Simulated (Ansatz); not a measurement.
Task: Name a neutral molecule of C, F, O and H with LUMO energy (ωB97M-V/def2-TZVPP) between 2.30 and 2.60 eV and LUMO energy (B3LYP/def2-TZVPP) between 0.60 and 0.90 eV (Ansatz, PBE0-D4/def2-TZVP geometry).

Result: `OC(O)(F)CF` (2.56 eV, 0.71 eV); `CC(O)F` (2.46 eV, 0.62 eV); `OC1(F)CC1` (2.54 eV, 0.72 eV); `OCCCF` (2.50 eV, 0.69 eV); `COC1=C(F)C1` (2.51 eV, 0.68 eV); `CC/C(O)=C/F` (2.52 eV, 0.60 eV). Other molecules can fit too; these were computed, each in one conformer that needn't be the lowest.

B3LYP here is the variant with VWN-RPA as its local correlation; programs differ in this.
